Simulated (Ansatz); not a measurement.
# CHN (singlet): from Hartree-Fock to the top rungs, cc-pVDZ

Aim: climb from Hartree-Fock through coupled cluster and multireference methods for CHN (singlet) at one geometry and basis, and see what each rung misses.

Computed with Ansatz 0.2.0, Gaussian basis. Level: cc-pVDZ, core rule «outside noble gas», up to 2 orbitals frozen.

The runs, in order: UHF; CCSD(T) on RHF; BCCD(T) on RHF; CISD; CCSDT(Q) on RHF; CCSDTQ on RHF; CASSCF and MRCISD+Q, 10 electrons in 9 orbitals; CASSCF and NEVPT2, 10 electrons in 9 orbitals.

3 further runs of the same task are left out: 3 set aside as unsound or not needed.

### 1 The system

The geometry is a PBE0/def2-TZVP stationary point (not a proven minimum).

3 atoms, charge 0, spin multiplicity 1.

Atoms are counted from 1 here; the program's logs count them from 0.

Bond lengths: N1–C2 1.146 Å, C2–H3 1.069 Å. Angles: N1–C2–H3 180.0°.

### 2 UHF

The input, in.yaml:

```yaml
crystal:
  periodic: [false, false, false]
  atoms:
    - {symbol: N, position_ang: [0.000000, 0.000000, 1.119979]}
    - {symbol: C, position_ang: [0.000000, 0.000000, -0.025627]}
    - {symbol: H, position_ang: [0.000000, 0.000000, -1.094352]}
basis:
  gaussian: {orbitals: cc-pVDZ}
magnetization: {spin_polarized: true, initial_magnetization: 0}
hamiltonian: {xc: hf}
output: {orbitals: {seedname: orbitals}}
```

The run is started by

```
$ ansatz run in.yaml --threads 1 --pin off --events-out ev --progress --plain --max-ram 4096MiB --backend cpu
```

After this run come: CCSD(T) on RHF; BCCD(T) on RHF; CISD; CCSDT(Q) on RHF; CCSDTQ on RHF; CASSCF and MRCISD+Q, 10 electrons in 9 orbitals; CASSCF and NEVPT2, 10 electrons in 9 orbitals.

Before running them: what should the planned runs give, taken together? Wanted: RCCSDTQ below the RHF energy; RMP2 from RCCSDTQ; RCCSD from RCCSDTQ; RCCSD(T) from RCCSDTQ; RCCSDT(Q) from RCCSDTQ; NEVPT2 valence from RCCSDTQ; MRCISD+Q valence from RCCSDTQ; T1 diagnostic; effectively unpaired electrons.

The runs gave:

| quantity | value |
| --- | --- |
| RCCSDTQ below the RHF energy | -8.2998 eV |
| RMP2 from RCCSDTQ | +59.0 kJ/mol |
| RCCSD from RCCSDTQ | +34.3 kJ/mol |
| RCCSD(T) from RCCSDTQ | +3.7 kJ/mol |
| RCCSDT(Q) from RCCSDTQ | -0.5 kJ/mol |
| NEVPT2 valence from RCCSDTQ | +78.9 kJ/mol |
| MRCISD+Q valence from RCCSDTQ | +0.3 kJ/mol |
| levels within 1 kcal/mol (43 meV) | RCCSD(T), BCCD(T), RCCSDT, RCCSDT(Q), MRCISD+Q valence |
| T1 diagnostic | 0.013 |
| effectively unpaired electrons | 0.07 |

RCCSD(T) lands +3.7 kJ/mol from the yardstick (0.5 % of the correlation energy). One determinant dominates. Of the multireference levels listed MRCISD+Q valence comes nearest in total energy (+0.3 kJ/mol), which doesn't show that its space is the better one. These misses are within one basis, not against nature.
